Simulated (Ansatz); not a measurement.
**Rutile TiO2**

Calculation: LDA (Ansatz, a first-principles code, plane waves, PAW).

Numerical settings: plane-wave cutoff 520 eV, 6×6×8 k mesh (along the axes of the cell as run), no spin polarisation, scalar-relativistic PAW data made under PBE.

Cell (measured lattice):

TiO$_{2}$ is taken in the tetragonal space group P4₂/mnm (No. 136), the rutile structure, Pearson symbol tP6. Cell: a = b = 4.594 Å, c = 2.958 Å, α = β = γ = 90.00°. Ti on 2a sees 6 O at 1.946–1.983 Å (octahedral). O on 4f sees 3 Ti at 1.946–1.983 Å (trigonal planar). (Neighbours: up to the widest gap in distance over summed covalent radii, below 1.35, at either atom; cation-cation and far metal-metal contacts left out.)

- elastic constant C11: 266 GPa
- elastic constant C12: 167 GPa
- elastic constant C13: 147 GPa
- elastic constant C33: 476 GPa
- elastic constant C44: 122 GPa
- elastic constant C66: 219 GPa
- Voigt–Reuss–Hill bulk modulus: 209 GPa
- Voigt–Reuss–Hill shear modulus (Hill average): 115 GPa
- Young modulus: 293 GPa
- Poisson ratio: 0.267

Measured, for comparison: elastic constant C11 268 GPa, elastic constant C12 175 GPa, elastic constant C13 147 GPa, elastic constant C33 484 GPa, elastic constant C44 124 GPa, elastic constant C66 190 GPa (room temperature, not corrected to a static lattice; as tabulated in Elasticity of TiO2 rutile to 1800 K). Computed (rounded) less measured: elastic constant C11 -0.7 %, elastic constant C12 -5 %, elastic constant C13 0.0 %, elastic constant C33 -2 %, elastic constant C44 -2 %, elastic constant C66 +15 %.

Note: the cell isn't this level's own, so it is under some stress, which shifts stiffness and frequencies.

Elastic constants are with the ions relaxed.

The computed numbers hold no vibrational or temperature effects.

The result took about 6 core-minutes (a rough figure).
